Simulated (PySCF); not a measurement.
# Working out the ionisation energy of F

F [He] 2s2 2p5 (2P) → F⁺ [He] 2s2 2p4 (3P). Computed with PySCF 2.14 in aug-cc-pwCVDZ (5s4p2d, 27 functions), with the non-relativistic Hamiltonian (point nucleus). Frozen: 1s2. Energies in hartree (1 hartree = 27.21139 eV):

```csv
part,F (lower),F⁺ (upper)
UHF,-99.381135,-98.801953
CCSD correlation,-0.174535,-0.125946
(T),-0.002589,-0.001318
```

**Question.** What does Hartree-Fock give?

**Answer.** (-98.801953) − (-99.381135) = 0.579182 hartree = 15.760 eV.

**Question.** What do CCSD and CCSD(T) give?

**Answer.** The CCSD correlation energies differ by 0.048589 hartree = 1.322 eV and the triples by 0.001271 hartree = 0.035 eV, so CCSD gives 17.082 eV and CCSD(T) 17.117 eV.

Measured between the centres of the two terms (NIST): 17.427 eV, so CCSD(T) (valence) is off by -0.310 eV.

A double-zeta basis recovers only part of the correlation energy.

What remains against the reference includes basis incompleteness, the frozen core and higher excitations.
